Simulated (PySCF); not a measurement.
Reaction (SMILES): PP (P2H4) + [H][H] (H2) → 2 P (PH3)
B3LYP-D3(BJ)/def2-TZVP geometries, fixed; electronic energies without zero-point terms.

Effect of the atomic grid (radial, angular points) at PBE0/aug-cc-pV(T+d)Z with PySCF, against the last row, where the energy of full hydrogenation is -4.84 kcal/mol. Cost is core time over that of atom_grid: 30, 110, unpruned, rough, on shared machines of one kind.

```
setting                        grid points, largest species  largest shift of a total energy (mEh)  shift of the energy of full hydrogenation (kcal/mol)  cost
-----------------------------  ----------------------------  -------------------------------------  ----------------------------------------------------  ----
atom_grid: 30, 110, unpruned                          19800                                 -0.263                                                 0.154    1×
atom_grid: 50, 194, unpruned                          58200                                 -0.003                                                 0.004    2×
atom_grid: 75, 302, unpruned                         135904                                  0.000                                                 0.000    3×
atom_grid: 99, 590, unpruned                         350464                                  0.000                                                 0.000    5×
atom_grid: 150, 974, unpruned                        876600                                  0.000                                                 0.000   10×
```

Within 0.02 kcal/mol in the energy of full hydrogenation: atom_grid: 50, 194, unpruned; atom_grid: 75, 302, unpruned; atom_grid: 99, 590, unpruned. The largest shift is 0.263 mEh in a total energy and 0.154 kcal/mol in the difference.
